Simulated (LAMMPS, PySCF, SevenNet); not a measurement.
How well does each level of theory give the lattice constant a of rock-salt MgO?

Reference value: 4.189 Å (measured, static lattice: zero-point anharmonic expansion removed; as tabulated in Mejia-Rodriguez and Trickey (2018), arXiv:1807.09216).

```json
[
 {"level (code)": "ionic model bush1994 (shell model, LAMMPS)", "value (Å)": "4.206", "error (%)": "+0.41"},
 {"level (code)": "ionic model lewis1985c (shell model, LAMMPS)", "value (Å)": "4.198", "error (%)": "+0.21"},
 {"level (code)": "ionic model matsui1994 (rigid ions, LAMMPS)", "value (Å)": "4.129", "error (%)": "-1.43"},
 {"level (code)": "SevenNet-l3i5 (SevenNet)", "value (Å)": "4.255", "error (%)": "+1.58"},
 {"level (code)": "PBE (PySCF)", "value (Å)": "4.256 ± 0.02", "error (%)": "+1.60"},
 {"level (code)": "Hartree–Fock (PySCF)", "value (Å)": "4.181 ± 0.02", "error (%)": "-0.19"},
 {"level (code)": "MP2 (PySCF)", "value (Å)": "4.243 ± 0.02", "error (%)": "+1.29"}
]
```

Leaving aside ionic model bush1994, ionic model lewis1985c, ionic model matsui1994, which can be fitted to such values or carry a doubt: Of these levels Hartree–Fock (-0.19 %) comes nearest. Farthest off: SevenNet-l3i5 (+1.58 %), PBE (+1.60 %). Of these only Hartree–Fock lands within 0.5 %.

A ± on a computed value is a rough bar: the spread of its extrapolation, a floor set from checks against published values, or a statistical error.

Empirical potentials (ionic model bush1994, ionic model lewis1985c, ionic model matsui1994) are fitted to chosen data, which need not cover the solid at hand: agreement can be built in, and what lay outside the fit can be far off. Machine-learned potentials (SevenNet-l3i5) are trained on DFT data, which may include these solids.

Differences are worked out from the printed values.
